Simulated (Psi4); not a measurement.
Psi4 input (wB97X-D/6-311+G**):

```
memory 1500 MB

molecule {
-1 1
C    -0.24585069   -0.34108038    1.22837570
N    -0.18927909    0.50905008    0.02327978
C     0.24394995   -0.21855779   -1.14733787
H     0.75943835   -0.40606839    1.70778042
H    -0.90844575    0.14663035    1.96438018
H     0.42185334    1.33248557    0.10013528
H     1.23256580   -0.71731054   -1.04485805
H     0.30621961    0.45653183   -2.02146417
H    -0.47527326   -1.01779037   -1.35515913
symmetry c1
no_reorient
no_com
}

set {
  basis 6-311+G**
  reference rks
  scf_type pk
  dft_radial_points 99
  dft_spherical_points 590
  e_convergence 1e-8
  d_convergence 1e-7
  maxiter 150
}

e = energy('wb97x-d')
print_out(f'\nFINAL {e:.10f} DIPOLE {variable("CURRENT DIPOLE")[0]:.6f} {variable("CURRENT DIPOLE")[1]:.6f} {variable("CURRENT DIPOLE")[2]:.6f}\n')
```

Output:

```
   => Loading Basis Set <=

    Name: 6-311+G**
    Role: ORBITAL
    Keyword: BASIS
    atoms 1, 3 entry C          line   129 file 6-311pgss.gbs
    atoms 2    entry N          line   150 file 6-311pgss.gbs
    atoms 4-9  entry H          line    42 file 6-311pgss.gbs

   => WB97X-D: Empirical Dispersion <=

    Chai and Head-Gordon Dispersion Correction
    Chai, J.-D.; Head-Gordon, M. (2010), J. Chem. Phys., 132: 6615-6620

        s6 =       1.000000

         ---------------------------------------------------------
                                   SCF
               by Justin Turney, Rob Parrish, Andy Simmonett
                          and Daniel G. A. Smith
                              RKS Reference
         ---------------------------------------------------------

  ==> Geometry <==

    Molecular point group: c1
    Full point group: C1

    Geometry (in Angstrom), charge = -1, multiplicity = 1:

       Center              X                  Y                   Z               Mass
    ------------   -----------------  -----------------  -----------------  -----------------
         C           -0.245850690000    -0.341080380000     1.228375700000    12.000000000000
         N           -0.189279090000     0.509050080000     0.023279780000    14.003074004430
         C            0.243949950000    -0.218557790000    -1.147337870000    12.000000000000
         H            0.759438350000    -0.406068390000     1.707780420000     1.007825032230
         H           -0.908445750000     0.146630350000     1.964380180000     1.007825032230
         H            0.421853340000     1.332485570000     0.100135280000     1.007825032230
         H            1.232565800000    -0.717310540000    -1.044858050000     1.007825032230
         H            0.306219610000     0.456531830000    -2.021464170000     1.007825032230
         H           -0.475273260000    -1.017790370000    -1.355159130000     1.007825032230

  Running in c1 symmetry.

  Rotational constants: A =      1.29838  B =      0.31841  C =      0.28485 [cm^-1]
  Rotational constants: A =  38924.51550  B =   9545.83040  C =   8539.57009 [MHz]
  Nuclear repulsion =   76.533555422473810

  Charge       = -1
  Multiplicity = 1
  Electrons    = 26
  Nalpha       = 13
  Nbeta        = 13

  ==> Algorithm <==

  SCF Algorithm Type is PK.
  DIIS enabled.
  MOM disabled.
  Fractional occupation disabled.
  Guess Type is SAD.
  Energy threshold   = 1.00e-08
  Density threshold  = 1.00e-07
  Integral threshold = 1.00e-12

  ==> Primary Basis <==

  Basis Set: 6-311+G**
    Blend: 6-311+G**
    Number of shells: 54
    Number of basis functions: 102
    Number of Cartesian functions: 105
    Spherical Harmonics?: true
    Max angular momentum: 2

  ==> DFT Potential <==

   => LibXC <=

    Version 7.1.2
    S. Lehtola, C. Steigemann, M. J. T. Oliveira, and M. A. L. Marques,  SoftwareX 7, 1–5 (2018) (10.1016/j.softx.2017.11.002)

   => Composite Functional: WB97X-D <=

    wB97X-D Hyb-GGA Exchange-Correlation Functional

    J.-D. Chai and M. Head-Gordon,  Phys. Chem. Chem. Phys. 10, 6615–6620 (2008) (10.1039/B810189B)

    Deriv               =              1
    GGA                 =           TRUE
    Meta                =          FALSE

    Exchange Hybrid     =           TRUE
    MP2 Hybrid          =          FALSE

   => Exchange-Correlation Functionals <=

    1.0000   wB97X-D range-separated functional

   => Exact (HF) Exchange <=

    0.7780            HF,LR [omega = 0.2000]
    0.2220               HF

   => LibXC Density Thresholds  <==

    XC_HYB_GGA_XC_WB97X_D:  1.00E-14

   => Molecular Quadrature <=

    Radial Scheme          =       TREUTLER
    Pruning Scheme         =           NONE
    Nuclear Scheme         =       TREUTLER

    Blocking Scheme        =         OCTREE
    BS radius alpha        =              1
    Pruning alpha          =              1
    Radial Points          =             99
    Spherical Points       =            590
    Total Points           =         502043
    Total Blocks           =           3577
    Max Points             =            256
    Max Functions          =            102
    Weights Tolerance      =       1.00E-15

  ==> Integral Setup <==

  Using in-core PK algorithm.
   Calculation information:
      Number of atoms:                   9
      Number of AO shells:              54
      Number of primitives:             93
      Number of atomic orbitals:       105
      Number of basis functions:       102

      Integral cutoff                 1.00e-12
      Number of threads:                 1

  Performing in-core PK
  Using 41398893 doubles for integral storage.
  We computed 1073224 shell quartets total.
  Whereas there are 1103355 unique shell quartets.

  Computing range-separated integrals for PK
  We computed 1073224 wK shell quartets total.
  Whereas there are 1103355 wK unique shell quartets.

  ==> DiskJK: Disk-Based J/K Matrices <==

    J tasked:                  Yes
    K tasked:                  Yes
    wK tasked:                 Yes
    Omega:               2.000E-01
    Schwarz Cutoff:          1E-12


  Cached 16.7% of DFT collocation blocks in 0.212 [GiB].

  Minimum eigenvalue in the overlap matrix is 7.7829041710E-04.
  Reciprocal condition number of the overlap matrix is 8.8757481333E-05.
    Using symmetric orthogonalization.

  ==> Pre-Iterations <==

  SCF Guess: Superposition of Atomic Densities via on-the-fly atomic UHF (no occupation information).

   -------------------------
    Irrep   Nso     Nmo
   -------------------------
     A        102     102
   -------------------------
    Total     102     102
   -------------------------

  ==> Iterations <==

                        Total Energy        Delta E     RMS |[F,P]|

   @RKS iter SAD:  -133.75844262103465   -1.33758e+02   0.00000e+00
   @RKS iter   1:  -134.03468055966474   -2.76238e-01   8.73994e-03 DIIS/ADIIS
   @RKS iter   2:  -133.05988698375981    9.74794e-01   1.28895e-02 DIIS/ADIIS
   @RKS iter   3:  -134.43722294422119   -1.37734e+00   2.40875e-03 DIIS/ADIIS
   @RKS iter   4:  -134.47463642651272   -3.74135e-02   8.17912e-04 DIIS/ADIIS
   @RKS iter   5:  -134.47929556497783   -4.65914e-03   2.51641e-04 DIIS/ADIIS
   @RKS iter   6:  -134.47992128353400   -6.25719e-04   1.36595e-04 DIIS/ADIIS
   @RKS iter   7:  -134.48003926139114   -1.17978e-04   5.68567e-05 DIIS
   @RKS iter   8:  -134.48007594189301   -3.66805e-05   2.39509e-05 DIIS
   @RKS iter   9:  -134.48008425106389   -8.30917e-06   8.26739e-06 DIIS
   @RKS iter  10:  -134.48008602821153   -1.77715e-06   1.65479e-06 DIIS
   @RKS iter  11:  -134.48008624449290   -2.16281e-07   8.47035e-07 DIIS
   @RKS iter  12:  -134.48008628847839   -4.39855e-08   2.33225e-07 DIIS
   @RKS iter  13:  -134.48008629305659   -4.57820e-09   7.04031e-08 DIIS
  Energy and wave function converged.

  ==> Post-Iterations <==

   Electrons on quadrature grid:
      Ntotal   =   26.0000002922 ; deviation = 2.922e-07

    Orbital Energies [Eh]
    ---------------------

    Doubly Occupied:

       1A    -14.211986     2A    -10.115932     3A    -10.024536
       4A     -0.782044     5A     -0.578070     6A     -0.471564
       7A     -0.366515     8A     -0.324496     9A     -0.290254
      10A     -0.252006    11A     -0.219536    12A     -0.093592
      13A     -0.012439

    Virtual:

      14A      0.196652    15A      0.217317    16A      0.230765
      17A      0.232912    18A      0.265836    19A      0.270449
      20A      0.274323    21A      0.327464    22A      0.352364
      23A      0.366404    24A      0.393823    25A      0.405590
      26A      0.434167    27A      0.445454    28A      0.457362
      29A      0.463163    30A      0.470077    31A      0.497157
      32A      0.540319    33A      0.565075    34A      0.653621
      35A      0.677211    36A      0.755745    37A      0.762721
      38A      0.800067    39A      0.841253    40A      0.865153
      41A      0.876722    42A      0.890730    43A      0.938079
      44A      0.951754    45A      0.968272    46A      1.066980
      47A      1.091047    48A      1.124605    49A      1.142044
      50A      1.176653    51A      1.338118    52A      1.355382
      53A      1.459254    54A      1.569964    55A      1.619656
      56A      1.714989    57A      1.727506    58A      1.746305
      59A      1.812094    60A      1.820236    61A      1.868213
      62A      1.893354    63A      1.910656    64A      1.973973
      65A      2.003427    66A      2.045582    67A      2.069917
      68A      2.183816    69A      2.228758    70A      2.280531
      71A      2.347059    72A      2.375375    73A      2.457710
      74A      2.473129    75A      2.638444    76A      2.676265
      77A      2.704052    78A      2.740403    79A      2.761897
      80A      2.803838    81A      2.833131    82A      2.864312
      83A      2.895811    84A      2.958110    85A      2.970509
      86A      2.998339    87A      3.098956    88A      3.168418
      89A      3.198546    90A      3.327975    91A      3.438568
      92A      3.762920    93A      3.879393    94A      4.012552
      95A      4.046008    96A      4.108564    97A      4.441560
      98A      5.061858    99A      5.160372   100A     24.186790
     101A     24.222543   102A     35.870447

    Final Occupation by Irrep:
              A
    DOCC [    13 ]
    NA   [    13 ]
    NB   [    13 ]

  @RKS Final Energy:  -134.48008629305659

   => Energetics <=

    Nuclear Repulsion Energy =             76.5335554224738104
    One-Electron Energy =                -337.3172137565136381
    Two-Electron Energy =                 139.9768439600516956
    DFT Exchange-Correlation Energy =     -13.6708544912184582
    Empirical Dispersion Energy =          -0.0024174278499688
    VV10 Nonlocal Energy =                  0.0000000000000000
    Total Energy =                       -134.4800862930565586

Computation Completed

Properties will be evaluated at   0.000000,   0.000000,   0.000000 [a0]

Properties computed using the SCF density matrix

 Multipole Moments:

 ------------------------------------------------------------------------------------
     Multipole            Electronic (a.u.)      Nuclear  (a.u.)        Total (a.u.)
 ------------------------------------------------------------------------------------

 L = 1.  Multiply by 2.5417464519 to convert [e a0] to [Debye]
 Dipole X            :          0.9494865            0.0000000            0.9494866
 Dipole Y            :          1.1138227           -0.0000000            1.1138226
 Dipole Z            :         -1.5404889           -0.0000001           -1.5404890
 Magnitude           :                                                    2.1249075

 ------------------------------------------------------------------------------------

FINAL -134.4800862931 DIPOLE 0.949487 1.113823 -1.540489

*** Psi4 exiting successfully. Buy a developer a beer!
```

The dipole moment of an ion depends on the origin.
